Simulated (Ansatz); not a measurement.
Worked example: BSiNH, doublet against BSiNH, quartet

Geometry (PBE0/def2-TZVP stationary point of a quartet), kept for both states (BSiNH, quartet: A''; BSiNH, doublet: A'):

```xyz
4

N     0.0000   -0.7598    0.6654
B     0.0000    0.4740    1.1778
Si    0.0000    0.1517   -0.8595
H     0.0000    1.2476    2.0700
```

Basis cc-pVDZ; Ansatz 0.2.0. Correlated methods freeze the noble-gas cores. Prefix R: restricted or restricted open-shell reference; prefix U: unrestricted.

Full CI isn't at hand for all of this; UCCSDT(Q) serves as the reference, and is uncertain by about the last step of the cluster series.

```json
{"level": "UHF", "E(BSiNH, quartet) (hartree)": "-368.518343", "E(BSiNH, doublet) (hartree)": "-368.602057"}
{"level": "UMP2", "E(BSiNH, quartet) (hartree)": "-368.802538", "E(BSiNH, doublet) (hartree)": "-368.915466"}
{"level": "UCCSD(T)", "E(BSiNH, quartet) (hartree)": "-368.841506", "E(BSiNH, doublet) (hartree)": "-368.953495"}
{"level": "PBE", "E(BSiNH, quartet) (hartree)": "-369.282195", "E(BSiNH, doublet) (hartree)": "-369.394067"}
{"level": "r2SCAN", "E(BSiNH, quartet) (hartree)": "-369.465532", "E(BSiNH, doublet) (hartree)": "-369.569760"}
{"level": "UCCSDT(Q)", "E(BSiNH, quartet) (hartree)": "-368.844194", "E(BSiNH, doublet) (hartree)": "-368.955953"}
```

Give the vertical gap, BSiNH doublet less BSiNH quartet, at each level in eV (1 hartree = 27.2114 eV), and each error against UCCSDT(Q).

UCCSDT(Q): (-368.955953 − (-368.844194)) × 27.2114 = -3.041 eV (the reference)
r2SCAN: (-369.569760 − (-369.465532)) × 27.2114 = -2.836 eV, error 0.205 eV
PBE: (-369.394067 − (-369.282195)) × 27.2114 = -3.044 eV, error -0.003 eV
UCCSD(T): (-368.953495 − (-368.841506)) × 27.2114 = -3.047 eV, error -0.006 eV
UMP2: (-368.915466 − (-368.802538)) × 27.2114 = -3.073 eV, error -0.032 eV
UHF: (-368.602057 − (-368.518343)) × 27.2114 = -2.278 eV, error 0.763 eV

Total energies of functionals can't be set beside those of wave-function methods, since they hold the core's correlation and their own absolute errors; only the differences compare.

In so small a basis the reference is far from its limit while semilocal and hybrid functionals are nearer theirs, so the functionals' errors here hold much of the reference's basis and frozen-core error, which can add to them or hide them.

Each level lands on the state that its own search finds. T1 diagnostics of restricted CCSD: 0.031 and 0.024.
